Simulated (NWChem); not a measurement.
Polarisability of H$_{4}$Si

SMILES: [SiH4]
```xyz
5

Si     0.0000     0.0000     0.0000
H      1.2187     0.0000     0.8618
H     -1.2187     0.0000     0.8618
H      0.0000    -1.2187    -0.8618
H      0.0000     1.2187    -0.8618
```
Charge 0, spin multiplicity 1.

Everything below was run with NWChem. The geometry was optimised at PBE0/def2-SVP, a minimum by its harmonic frequencies.

Basis set: def2-SVPD. Static limit.

The correlated methods keep 5 core orbitals frozen. B3LYP has NWChem's definition, with VWN1-RPA local correlation. The structure started from a generated list of species. Coupled-cluster values serve here as a point of comparison, not as the truth.

For the isotropic polarisability, B3LYP gives 32.00 bohr³ and PBE gives 32.89 bohr³. What do CCSD linear response, HF, BHandHLYP give?

CCSD linear response: 31.22 bohr³; HF: 29.89 bohr³; BHandHLYP: 30.98 bohr³.
